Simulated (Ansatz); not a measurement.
fcc Al was calculated with PBE (plane waves, PAW; Ansatz, a first-principles code).

Numerical settings: plane-wave cutoff 500 eV, 30×30×30 k mesh, Fermi–Dirac smearing 0.1 eV, scalar-relativistic PAW data made under PBE.

Computed at the level's own relaxed cell.

Estimate the volume per atom and equilibrium lattice constant a that the calculation returns.


- volume per atom: 16.50 Å³/atom
- equilibrium lattice constant a: 4.041 Å

Measured, for comparison: equilibrium volume per atom 16.22 Å³/atom, lattice constant a 4.018 Å (static lattice: zero-point anharmonic expansion removed; as tabulated in Mejia-Rodriguez and Trickey (2018), arXiv:1807.09216). Computed (rounded) less measured: equilibrium volume per atom +1.7 %, lattice constant a +0.6 %.

Static lattice: no zero-point or thermal effects.
